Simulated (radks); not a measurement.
**B²⁺ in [He] 3s1: an all-electron calculation**

The task here is to estimate one member of a computed series from the others.

The numbers are computed with radks (a radial shooting solver on a logarithmic mesh, Libxc functionals) version 1 (non-relativistic Kohn-Sham, r2SCAN, spin-polarised, spherical densities, point nucleus; open shells are filled with parallel spins first), except any that are marked as measured or tabulated.

## The atom as given

```
element       : boron (Z = 5)
charge        : +2
electrons     : 3
configuration : [He] 3s1
```

Outer shells as boxes (Hund's rule):

B²⁺
```
[He] core
3s [↑ ]
```

The first run:

Input:

```text
Z 5
configuration [He] 3s1 2s0 2p0 3d0 4f0
relativity non-relativistic
functional r2scan,r2scan
spin polarised
nucleus point
```

One of the session's tables, all rows but one given; the rest of the session is left out.

It belongs to the step «Radial structure». Sizes of the orbitals, from the radial functions (bohr):

```
  level     <r>  outermost maximum (interpolated)  90 % within  nodes
  1s up  0.3257                             0.210        0.584      0
1s down  0.3258                             0.210        0.584      0
  2s up   1.534                              1.23         2.52      1
  2p up   1.436                              1.09         2.50      0
  3s up       ?                                 ?            ?      ?
  3d up   4.229                              3.77         6.02      0
  4f up   5.734                              5.04         8.17      0
```

Q: Estimate the row for 3s up from the others.

**Answer.** <r>: 3.894; outermost maximum (interpolated): 3.74; 90 % within: 5.60; nodes: 2. In the column «<r>» it lies between 2s up (1.534) and 3d up (4.229).
